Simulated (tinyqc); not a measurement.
Extended Hueckel theory, for CH3+, step by step. The parameters take no account of the charge, which enters only through the electron count. One step of it, computed by the program tinyqc.

Problem. Wolfsberg-Helmholz matrix. H_ij = K' S_ij (H_ii + H_jj)/2 for i != j (the diagonal keeps H_ii), with K' = K + D^2 + D^4 (1 - K), D = (H_ii - H_jj)/(H_ii + H_jj), K = 1.5.

overlap S:
```
           1C 2s     1C 2px     1C 2py     1C 2pz      2H 1s      3H 1s      4H 1s
1C 2s   1.000000   0.000000   0.000000   0.000000   0.529825   0.529731   0.529731
1C 2px  0.000000   1.000000   0.000000   0.000000   0.512741  -0.256304  -0.256304
1C 2py  0.000000   0.000000   1.000000   0.000000   0.000000   0.444028  -0.444028
1C 2pz  0.000000   0.000000   0.000000   1.000000  -0.008012  -0.008010  -0.008010
2H 1s   0.529825   0.512741   0.000000  -0.008012   1.000000   0.149720   0.149720
3H 1s   0.529731  -0.256304   0.444028  -0.008010   0.149720   1.000000   0.149650
4H 1s   0.529731  -0.256304  -0.444028  -0.008010   0.149720   0.149650   1.000000
```

diagonal H_ii (eV): 1C 2s -21.400000, 1C 2px -11.400000, 1C 2py -11.400000, 1C 2pz -11.400000, 2H 1s -13.600000, 3H 1s -13.600000, 4H 1s -13.600000

K = 1.500000

Give: H.

Solution.

H (eV):
```
           1C 2s    1C 2px    1C 2py    1C 2pz     2H 1s     3H 1s     4H 1s
1C 2s   -21.4000    0.0000    0.0000    0.0000  -14.3570  -14.3544  -14.3544
1C 2px    0.0000  -11.4000    0.0000    0.0000   -9.6633    4.8304    4.8304
1C 2py    0.0000    0.0000  -11.4000    0.0000    0.0000   -8.3683    8.3683
1C 2pz    0.0000    0.0000    0.0000  -11.4000    0.1510    0.1510    0.1510
2H 1s   -14.3570   -9.6633    0.0000    0.1510  -13.6000   -3.0543   -3.0543
3H 1s   -14.3544    4.8304   -8.3683    0.1510   -3.0543  -13.6000   -3.0529
4H 1s   -14.3544    4.8304    8.3683    0.1510   -3.0543   -3.0529  -13.6000
```
